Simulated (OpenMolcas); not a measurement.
# BH2O (SMILES [BH]O): the dipole moment, rung by rung

The species is BH2O (4 atoms), meant as a doublet with charge 0. SMILES: `[BH]O`. The coordinates come from a PBE0-D4/def2-TZVP relaxation.

```
atom    x (Å)    y (Å)    z (Å)
   B  -0.0061  -0.4855   0.3883
   O   0.1197   0.5445  -0.4486
   H  -1.0642  -1.0324   0.5403
   H   1.0061   0.9132  -0.5003
```

Each level gives the dipole moment (D). The values are calculated.

```tsv
level	kind	program	value (D)	CPU time
UHF/cc-pVTZ	Hartree–Fock	OpenMolcas	1.37	11 s
UBLYP/cc-pVTZ	GGA	OpenMolcas	1.52	38 s
UPBE/cc-pVTZ	GGA	OpenMolcas	1.53	37 s
UM06-L/cc-pVTZ	meta-GGA	OpenMolcas	1.53	48 s
UTPSS/cc-pVTZ	meta-GGA	OpenMolcas	1.50	47 s
UB3LYP/cc-pVTZ	global hybrid	OpenMolcas	?	37 s
UBHLYP/cc-pVTZ	global hybrid	OpenMolcas	1.40	36 s
UM06-2X/cc-pVTZ	hybrid meta-GGA	OpenMolcas	1.40	48 s
```

(1) Estimate what the levels marked ? give.

Answers

(1) As computed at these levels: UB3LYP/cc-pVTZ: 1.46 D. The values span 1.37 to 1.53 D. Times are those of the runs behind each value, whatever else they computed, on shared processors of several kinds: orders of magnitude only.
